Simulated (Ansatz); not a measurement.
Which is lower?

The two ends of one reaction step of AlH6OF, singlet (PBE0-D4/def2-TZVP).

A:

```csv
atom,x (Å),y (Å),z (Å)
Al1,-0.9721,-0.2870,-0.4742
H2,0.5773,1.0017,-1.4020
H3,-0.6147,-1.6050,-1.2507
H4,-1.9620,0.8478,-0.9557
H5,1.1269,-0.3809,1.1817
O6,-0.4693,-0.2477,1.1840
H7,1.0585,0.6062,-0.9684
F8,2.0402,-0.3679,0.9062
H9,-0.7847,0.4330,1.7792
```

B:

```csv
atom,x (Å),y (Å),z (Å)
Al1,-0.8150,-0.1428,-0.8041
H2,0.6363,0.4475,-1.3004
H3,-1.1299,-1.5894,-1.3676
H4,-1.9418,0.9695,-0.6401
H5,0.6558,-0.1838,1.1827
O6,-0.2997,-0.4005,1.0759
H7,1.6071,0.4400,-0.3489
F8,2.0929,0.3463,0.4895
H9,-0.8057,0.1130,1.7131
```

Computed with Ansatz 0.2.0 (basis: def2-TZVPP); correlated methods freeze the cores. B3LYP uses VWN-RPA correlation.

Which structure is lower at CCSD(T), and by how much? (An estimate is asked for; the value comes from the calculation.)

The calculation gives: A, by 0.314 eV (electronic energy, against the other). By their contacts, A is a complex of AlH₃O ([OH][AlH2]) + HF + H₂ and B is a complex of AlH₅O ([OH2][AlH3]) + HF.

All methods give the same order:

```
      method  E(B) − E(A) (eV)
       SPW92             0.042
      PBE-D4             0.238
     BLYP-D4             0.354
   r2SCAN-D4             0.263
      B97M-V             0.128
     PBE0-D4             0.219
    B3LYP-D4             0.322
  r2SCAN0-D4             0.250
    BHLYP-D4             0.302
CAM-B3LYP-D4             0.285
     wB97X-V             0.287
     wB97M-V             0.304
      B2PLYP             0.343
    PBE-QIDH             0.263
  RPA on PBE             0.312
          HF             0.355
         MP2             0.375
        CCSD             0.318
     CCSD(T)             0.314
```

The T1 diagnostic stays at or below 0.011.

Labels in which every atom is bracketed show which atoms are joined, not bond orders.

For scale, one of the runs: CCSD(T)/def2-TZVPP, 188 basis functions (an equivalent command: `ansatz run in.yaml --threads 2`). Time: 25 s of wall clock on 2 CPU threads; the host was shared. Peak host memory: 2.2 GiB.
